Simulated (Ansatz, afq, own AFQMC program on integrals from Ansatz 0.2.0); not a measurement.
AFQMC on a folder of integrals that Ansatz 0.2.0 wrote.

```yaml
crystal:
  periodic: [false, false, false]
  atoms:
    - {symbol: B, position_ang: [0.000000, 0.024631, 0.707241]}
    - {symbol: N, position_ang: [0.000000, -0.043245, -0.619792]}
    - {symbol: H, position_ang: [0.000000, 1.115161, 1.232352]}
    - {symbol: H, position_ang: [0.000000, -0.969115, 1.385961]}
    - {symbol: H, position_ang: [0.000000, 0.190722, -1.591212]}
basis:
  gaussian: {orbitals: cc-pVDZ}
magnetization: {spin_polarized: true, initial_magnetization: 1}
correlation: {method: ccsd_t, electrons: outside_noble_gas, hamiltonian_folder: ham}
```

```sh
$ ansatz run in.yaml --threads 1 --pin off --events-out ev --progress --plain --max-ram 1843MiB
```

afq runs on the folder ham with

```
--method phaseless --trial hf --walkers 120 --populations 1 --least-time 40 --time-step 0.005 --steps-per-block 20 --equilibration-blocks 112 --max-blocks 600 --target-error 0.0012000 --factor-cut 1e-05 --start spin_pure --seed 7389 --taylor-order 6
```

Times are imaginary, in 1/Eh. The walk had a cap of 1706 s.

Output of the walk:

```
orbitals 41  electrons 6 5  factors 322 of 397
reference energy -80.84705710 Eh
CCSD correlation -0.25953025 Eh in 13 cycles, weight of the determinant in the CISD state 0.8816
energy of the start -80.847823 Eh
 block  time / (1/Eh)  mean weight  energy / Eh
     1     0.100  1.0010  -80.915269
     2     0.200  1.0026  -80.947341
     3     0.300  1.0025  -80.982942
     4     0.400  1.0017  -81.005008
     5     0.500  1.0012  -81.033749
    10     1.000  1.0004  -81.057345
    52     5.200  1.0002  -81.076703
    86     8.600  0.9992  -81.117651
   171    17.100  0.9988  -81.124358
   256    25.600  1.0002  -81.101429
   341    34.100  1.0013  -81.134272
   426    42.600  1.0014  -81.121656
   511    51.100  1.0005  -81.115947
   528    52.800  0.9996  -81.153679
   596    59.600  1.0000  -81.127611
   681    68.100  1.0004  -81.097018
   698    69.800  1.0016  -81.113641
blocks merged  error / Eh  count
     1  0.000805  600
     2  0.001053  300
     4  0.001329  150
     8  0.001643  75
    16  0.001696  37
    32  0.001812  18
    64  0.001494  9
energy -81.119552 +/- 0.001812 Eh
(rows thinned)
```

The run passed its tests (sampling time, drift between the halves within three errors, error under three times the target), which doesn't prove that it has relaxed.

Against this walk (error 49.3 meV) on the same determinant: CCSD(T) 159.9 meV higher, the released energy of a separate walk with a CISD trial 112.7 ± 53.3 meV higher, a separate phaseless walk with a CISD trial and standard settings 135.5 ± 50.3 meV higher. The error is statistical and leaves out the bias of the constraint.

Cautions: constraint bias not in the error; error above the target (49.3 against 32.7 meV).

The walk took 3 min on 1 thread of AMD EPYC 9R45 96-Core Processor (Zen 5), on a shared host. The log's last line is the phaseless energy.

A walk keeps the symmetry of its determinant, which the program's search chose and which needn't be the lowest solution, so a lower state of the same spin and another symmetry isn't excluded.
